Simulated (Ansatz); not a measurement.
Species, as SMILES: [CH]=O (CH-O), doublet.
Atoms: C1, O2, H3. Bonds: C1-O2, C1-H3.

Basis-set convergence of the highest harmonic wavenumber at HF with Ansatz (a quantum-chemistry and plane-wave program). Each level at its own minimum, finite differences of forces, unscaled; the reference is a large set that could be run, not a limit. Cartesian d functions, on some or all atoms, in 6-31G*, 6-31+G*; all else is spherical. The program fits the integrals of some runs and decomposes those of others, by size. Open shells are unrestricted. No added dispersion term, no relativity. Reference: the value in def2-QZVPPD, 2859 cm⁻¹, itself unsure by roughly 5 cm⁻¹ (its mean distance from pcseg-3, def2-QZVPP, cc-pVQZ). Deviations are taken from unrounded values.

```tsv
basis	functions	highest harmonic wavenumber (cm⁻¹)
6-31G*	32	2918
6-31+G*	40	2946
cc-pVDZ	33	2853
aug-cc-pVDZ	55	2874
def2-SVP	33	2904
def2-SVPD	51	2914
pcseg-1	33	2907
aug-pcseg-1	55	2885
6-311G**	42	2851
6-311+G**	50	2873
def2-TZVP	68	2854
def2-TZVPD	86	2859
cc-pVTZ	74	2851
aug-cc-pVTZ	115	2863
pcseg-2	74	2866
aug-pcseg-2	115	2871
def2-TZVPP	76	2856
def2-TZVPPD	94	2862
def2-QZVPP	144	2857
def2-QZVPPD	162	2859
```

What the diffuse functions change, pair by pair:
- 6-31G* to 6-31+G*: 8 more functions, deviation 59 to 87 cm⁻¹
- cc-pVDZ to aug-cc-pVDZ: 22 more functions, deviation -6 to 15 cm⁻¹
- def2-SVP to def2-SVPD: 18 more functions, deviation 45 to 55 cm⁻¹
- pcseg-1 to aug-pcseg-1: 22 more functions, deviation 48 to 26 cm⁻¹
- 6-311G** to 6-311+G**: 8 more functions, deviation -8 to 14 cm⁻¹
- def2-TZVP to def2-TZVPD: 18 more functions, deviation -6 to 0 cm⁻¹
- cc-pVTZ to aug-cc-pVTZ: 41 more functions, deviation -8 to 4 cm⁻¹
- pcseg-2 to aug-pcseg-2: 41 more functions, deviation 7 to 12 cm⁻¹
- def2-TZVPP to def2-TZVPPD: 18 more functions, deviation -4 to 3 cm⁻¹
- def2-QZVPP to def2-QZVPPD: 18 more functions, deviation -2 to 0 cm⁻¹

Leaving out the reference's own pair, they bring the value nearer the reference by more than 5 cm⁻¹ in 2 of 9 pairs.
